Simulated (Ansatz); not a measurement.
Input file:

```yaml
crystal:
  periodic: [false, false, false]
  atoms:
    - {symbol: C, position_ang: [0.064568, 0.023749, 0.869266]}
    - {symbol: B, position_ang: [-0.100306, 0.032123, -0.456240]}
    - {symbol: Ge, position_ang: [-0.023685, -0.000301, -2.376120]}
    - {symbol: H, position_ang: [0.059423, -0.055571, 1.963094]}
basis:
  gaussian: {orbitals: cc-pVDZ}
correlation: {method: fic_mrcisd_q, electrons: outside_noble_gas, active_space: {window: {electrons: 8, orbitals: 8}}}
```

```sh
$ ansatz run in.yaml --threads 1 --pin off --events-out ev --progress --plain --max-ram 2393MiB
```

Output:

```
639 factors; integrals over basis functions are off by at most 1.2e-3 eV
mean field evaluation 1: about -58181.0582 eV, gradient 3.6e1 eV
mean field evaluation 2: about -58181.1399 eV, gradient 3.6e1 eV
mean field evaluation 4: about -58186.1834 eV, gradient 5.5e0 eV
mean field evaluation 8: about -58186.3670 eV, gradient 1.7e-1 eV
mean field evaluation 16: about -58177.3686 eV, gradient 2.9e1 eV
mean field evaluation 32: about -58186.3657 eV, gradient 2.2e-1 eV
mean field evaluation 64: about -58186.0759 eV, gradient 5.6e0 eV
mean field -58186.36733890 eV, -2138.3095595683 hartree, gradient 2.2e-6 eV, S^2 0.000000; 9 other end points of the search recorded, 0 dependent functions left out; unrestricted orbitals would lower it
reference -58186.36733890 eV, -2138.3095595683 hartree; 22, 22 occupied and 38, 38 virtual orbitals, 639 factors
state -58189.81236699 eV, -2138.4361620155 hartree
contracted CI cycle   1: correlation 0.00000000 eV, 0.0000000000 hartree, residual 1.76e1 eV
contracted CI cycle   2: correlation -4.96681833 eV, -0.1825272069 hartree, residual 3.63e0 eV
contracted CI cycle   3: correlation -5.19032366 eV, -0.1907408762 hartree, residual 1.08e0 eV
...
contracted CI cycle  10: correlation -5.54286743 eV, -0.2036966209 hartree, residual 9.96e-4 eV
state -58189.46950252 eV, -2138.4235619786 hartree; corrected -58195.61854375 eV, -2138.6495350756 hartree
state -58189.46950252 eV, -2138.4235619786 hartree; corrected -58195.61854375 eV, -2138.6495350756 hartree
state -58189.40325264 eV, -2138.4211273402 hartree
contracted CI cycle   1: correlation 0.00000000 eV, 0.0000000000 hartree, residual 1.93e1 eV
contracted CI cycle   2: correlation -5.47859599 eV, -0.2013346892 hartree, residual 3.41e0 eV
contracted CI cycle   3: correlation -5.67668950 eV, -0.2086144913 hartree, residual 8.32e-1 eV
contracted CI cycle   4: correlation -5.68889283 eV, -0.2090629555 hartree, residual 2.22e-1 eV
contracted CI cycle   5: correlation -5.68980769 eV, -0.2090965760 hartree, residual 6.62e-2 eV
contracted CI cycle   6: correlation -5.68988774 eV, -0.2090995178 hartree, residual 2.17e-2 eV
contracted CI cycle   7: correlation -5.68989610 eV, -0.2090998251 hartree, residual 6.84e-3 eV
contracted CI cycle   8: correlation -5.68989694 eV, -0.2090998556 hartree, residual 2.01e-3 eV
contracted CI cycle   9: correlation -5.68989701 eV, -0.2090998582 hartree, residual 5.81e-4 eV
state -58189.40325264 eV, -2138.4211273402 hartree; corrected -58195.68967618 eV, -2138.6521491444 hartree
state -58189.40325264 eV, -2138.4211273402 hartree; corrected -58195.68967618 eV, -2138.6521491444 hartree
the orbitals are reached from a further start. From the first start the search ends at -58189.52253909 eV, -2138.4255110366 hartree
WARN: the results are in doubt because another end's mean lies 0.409 eV lower, and its corrected mean 0.075 eV higher
Total energy: -58195.68967618 eV, -2138.6521491444 hartree
In doubt: another end's mean lies 0.409 eV lower, and its corrected mean 0.075 eV higher
```

Natural occupations: 1.9864 1.9479 1.8483 1.8398 0.1577 0.1540 0.0340 0.0319.

Ran on 1 thread of Arm Neoverse V2, shared host: 46 s wall, 0.31 GiB peak host memory.
